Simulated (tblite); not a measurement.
Species: phosphorus pentafluoride, PF5.
Numbering: `[F:1][P:2]([F:3])([F:4])([F:5])[F:6]`

Calculated harmonic vibrations of the isolated species, GFN2-xTB (tblite), most abundant isotopes, no scaling. This tight-binding method is rough: wavenumbers can miss measured ones by several per cent, in bad cases by 10 to 20.

Harmonic wavenumbers (cm⁻¹): 118.5, 121.4, 414.4, 415.8, 417.9, 418.5, 469.9, 567.5, 695.6, 845.6, 873.5, 873.8.

A = 3647, B = 3063, C = 3055 MHz; mass 125.966 u (most abundant isotopes); point group D3h, symmetry number 6.

**Question.** What is the zero-point energy?

**Answer.** ½Σν̃ = 3116 cm⁻¹ = 8.91 kcal/mol.

**Question.** Give the ideal-gas entropy at 298.15 K and 1 bar in the rigid-rotor, harmonic-oscillator model (classical rotation).

**Answer.** Translation 40.43, rotation 23.09, vibration 11.86: S = 75.4 cal/(mol K).

**Question.** And Cp and H(298.15 K) − H(0)?

**Answer.** Cp = 22.46 cal/(mol K), of which vibrations give 14.51 (their classical limit is 12 R = 23.8); H(298.15 K) − H(0) = 4.44 kcal/mol without the zero-point energy, 2.07 from vibrations.

**Question.** What must be added to the electronic energy to get the Gibbs energy at 298.15 K and 1 bar?

**Answer.** ZPE + [H(298.15 K) − H(0)] − T·S = 8.91 + 4.44 − 22.47 = -9.12 kcal/mol.

**Question.** Which modes carry the vibrational entropy at 298.15 K?

**Answer.** 118.5 cm⁻¹: 3.12; 121.4 cm⁻¹: 3.08; 414.4 cm⁻¹: 0.91; 415.8 cm⁻¹: 0.91; 417.9 cm⁻¹: 0.90; 418.5 cm⁻¹: 0.90 cal/(mol K); the other 6 give 2.04 together.

**Question.** How do the functions run with temperature in this model?

**Answer.** 
```json
{"T (K)": "100", "S (cal/(mol K))": "57.3", "Cp (cal/(mol K))": "11.9", "H − H(0) (kcal/mol)": "0.96", "G − H(0) (kcal/mol)": "-4.77", "ln q(vib)": "0.40"}
{"T (K)": "200", "S (cal/(mol K))": "67.3", "Cp (cal/(mol K))": "17.8", "H − H(0) (kcal/mol)": "2.44", "G − H(0) (kcal/mol)": "-11.02", "ln q(vib)": "1.37"}
{"T (K)": "300", "S (cal/(mol K))": "75.5", "Cp (cal/(mol K))": "22.5", "H − H(0) (kcal/mol)": "4.48", "G − H(0) (kcal/mol)": "-18.18", "ln q(vib)": "2.50"}
{"T (K)": "500", "S (cal/(mol K))": "88.3", "Cp (cal/(mol K))": "27.3", "H − H(0) (kcal/mol)": "9.54", "G − H(0) (kcal/mol)": "-34.63", "ln q(vib)": "4.82"}
{"T (K)": "800", "S (cal/(mol K))": "101.8", "Cp (cal/(mol K))": "29.8", "H − H(0) (kcal/mol)": "18.19", "G − H(0) (kcal/mol)": "-63.29", "ln q(vib)": "7.90"}
{"T (K)": "1000", "S (cal/(mol K))": "108.6", "Cp (cal/(mol K))": "30.5", "H − H(0) (kcal/mol)": "24.23", "G − H(0) (kcal/mol)": "-84.35", "ln q(vib)": "9.64"}
```

q(vib) and H(0) count from the zero-point level.

**Question.** Blend soft modes into free rotors: weight 1/[1 + (100 cm⁻¹/ν̃)⁴] for the oscillator and the rest for a rotor with moment μB/(μ + B), μ = h/(8π²ν), B = 10⁻⁴⁴ kg m². What vibrational entropy results?

**Answer.** 11.59 cal/(mol K) in place of 11.86, which changes −T·S at 298.15 K by +0.08 kcal/mol.

Hindered rotation and anharmonicity are outside this model.
